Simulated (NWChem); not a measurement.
System: pyrazine (C4H4N2); SMILES c1cnccn1

Here is an NWChem input.

```
start job
memory heap 200 mb stack 900 mb global 1100 mb
geometry units angstroms noautoz
  C      1.134723    -0.696503     0.000000
  C      1.132210     0.700583     0.000000
  N     -0.002537     1.409170     0.000000
  C     -1.134723     0.696503     0.000000
  C     -1.132210    -0.700583     0.000000
  N      0.002537    -1.409170     0.000000
  H      2.069699    -1.253787     0.000000
  H      2.065172     1.261230     0.000000
  H     -2.069699     1.253787     0.000000
  H     -2.065172    -1.261230     0.000000
end
basis spherical
  * library def2-tzvp
end
dft
  xc pbe0
  iterations 150
  semidirect filesize 400000000
  mulliken
end
task dft energy
```

Geometry: optimised at B3LYP/6-31G* (spherical d).

**Question.** What results follow from this input? (PBE0/def2-TZVP.) Quantities: basis functions; energy (Ha); highest occupied level (eV); orbital gap (eV).

**Answer.** 
| Quantity | Value |
|---|---|
| number of basis functions | 210 |
| energy (Ha) | -264.10 |
| highest occupied level (eV) | -7.35 |
| orbital gap (eV) | 5.75 |
